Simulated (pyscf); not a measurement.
H₃Si–O–SiH₃ + F–C•(F)–F -> F–C(F)(F)–SiH₂–O–SiH₃ + H• (substitution at Si; doublet surface; H–Si broken, C–Si formed). PySCF, gas phase, ωB97X-D3(BJ)/def2-SVP geometries. Energies in kJ/mol from the separated reactants.

```json
[
 {"level": "PBE/def2-TZVP", "barrier": "___", "reaction energy": "+36.9"},
 {"level": "r²SCAN/def2-TZVP", "barrier": "___", "reaction energy": "___"},
 {"level": "B3LYP-D3(BJ)/def2-TZVP", "barrier": "67.6", "reaction energy": "+44.3"},
 {"level": "PBE0-D3(BJ)/def2-TZVP", "barrier": "59.5", "reaction energy": "+32.8"},
 {"level": "ωB97M-D3(BJ)/def2-TZVP", "barrier": "74.0", "reaction energy": "+27.7"},
 {"level": "HF/def2-TZVP", "barrier": "196.7", "reaction energy": "+58.8"}
]
```

### Question
Some entries are withheld; supply them.

### Answer

- PBE/def2-TZVP, barrier: 45.3
- r²SCAN/def2-TZVP, barrier: 49.7
- r²SCAN/def2-TZVP, reaction energy: +44.4

The functionals in the table span 28.7 kJ/mol in this barrier, from PBE to ωB97M-D3(BJ). F–C(F)(F)–SiH₂–O–SiH₃ lies 167.6 kJ/mol over its isomer F–CH(F)–SiH(F)–O–SiH₃ (electronic energy, ωB97M-D3(BJ)). This is the saddle that the search found; another between the same sides may lie lower. The angle at the attacked Si is 155°.
